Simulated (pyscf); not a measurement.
HO–BH–OH + HF -> HO–BH–OH + HF (four-centre exchange; singlet surface; B–H, F–H broken, B–H, F–H formed). Optimised with ωB97X-D3(BJ)/def2-SVP in PySCF. MP2 and CC: frozen core, UHF for open shells. ΔMP2 is the change of the MP2 total energy from the triple- to the quadruple-zeta basis. Energies in kJ/mol from the separated reactants.

| level | barrier | reaction energy |
|---|---|---|
| ωB97X-D3(BJ)/def2-TZVP | 291.3 | 0.0 |
| PBE/def2-TZVP | 238.8 | 0.0 |
| B3LYP-D3(BJ)/def2-TZVP | 278.8 | 0.0 |
| HF/def2-TZVP | (withheld) | 0.0 |
| MP2/def2-QZVPP | 300.7 | 0.0 |
| CCSD/def2-TZVPP | 327.4 | 0.0 |
| CCSD(T)/def2-TZVPP + ΔMP2(QZVPP) | (withheld) | 0.0 |

### Question
Fill in the missing entries.

### Answer

- HF/def2-TZVP, barrier: 396.7
- CCSD(T)/def2-TZVPP + ΔMP2(QZVPP), barrier: 307.1

Of the functionals in the table, ωB97X-D3(BJ) is closest to CCSD(T)/def2-TZVPP + ΔMP2(QZVPP) in the barrier (15.7 kJ/mol apart) and PBE least close (68.2 kJ/mol); that level has limits of its own. The same reactants have a lower exit, to H₂O + HO–BH–F (barrier +71.7 kJ/mol at ωB97M-D3(BJ), against +290.4 kJ/mol here). Another saddle between the same species, by other bonds, lies lower (158.1 kJ/mol against 290.4 kJ/mol at ωB97M-D3(BJ)). The CCSD(T) − MP2 part came from Ansatz, without density fitting, on the same reference.
